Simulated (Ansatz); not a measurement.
Geometry optimisation, RKS PBE/STO-3G in Ansatz.

input.yaml

```yaml
crystal:
  periodic: [false, false, false]
  atoms:
    - { symbol: "N", position_ang: [-1.2419, 0.908, 0.2723] }
    - { symbol: C, position_ang: [-0.163, 0.5027, -0.1904] }
    - { symbol: C, position_ang: [0.3832, -0.8338, 0.1751] }
    - { symbol: F, position_ang: [0.6845, -1.5997, -0.9173] }
    - { symbol: F, position_ang: [1.6435, -0.7013, 0.7478] }
    - { symbol: H, position_ang: [-1.4767, 1.9001, -0.1346] }
    - { symbol: H, position_ang: [-1.51515, 0.12985, 0.90587] }
    - { symbol: H, position_ang: [-0.2029, -1.349, 0.8756] }
basis:
  gaussian: { orbitals: STO-3G }
hamiltonian:
  xc: pbe
relax:
  f_tol: 0.02
  max_steps: 50
output:
  orbitals: {}
```

Launched with:

```bash
$ ansatz run input.yaml --threads 1 --pin off --max-ram 2048MiB --backend cpu --events-out ev --progress --plain --runs-dir out
```

Where does it end, and by what steps?

The forces met the threshold. Limits of this set-up: minimal basis. After 8 steps the energy has fallen by 2.673 eV; C2 moved furthest, 0.31 Å. The start is strongly strained (largest force component 9 eV/Å).

| step | energy less start (eV) | largest force component (eV/Å) | accepted |
| --- | --- | --- | --- |
| 0 | 0.0000 | 8.920 | yes |
| 1 | -2.1701 | 2.106 | yes |
| 2 | -2.5853 | 1.308 | yes |
| 3 | -2.6062 | 0.839 | yes |
| 4 | -2.6598 | 0.444 | yes |
| 5 | -2.6700 | 0.141 | yes |
| 6 | -2.6717 | 0.077 | yes |
| 7 | -2.6725 | 0.033 | yes |
| 8 | -2.6726 | 0.004 | yes |

```xyz
8
Properties=species:S:1:pos:R:3
N -1.139 0.873 0.226
C 0.047 0.626 -0.387
C 0.476 -0.840 0.162
F 0.628 -1.702 -0.948
F 1.715 -0.712 0.831
H -1.651 1.779 0.047
H -1.675 0.243 0.914
H -0.289 -1.309 0.890
```

Whether the end is a true minimum wasn't checked by a vibrational analysis.

Run time: 21 s on 1 thread of Intel(R) Xeon(R) Processor @ 2.70GHz, with other jobs on the host, peak memory 0.13 GiB.
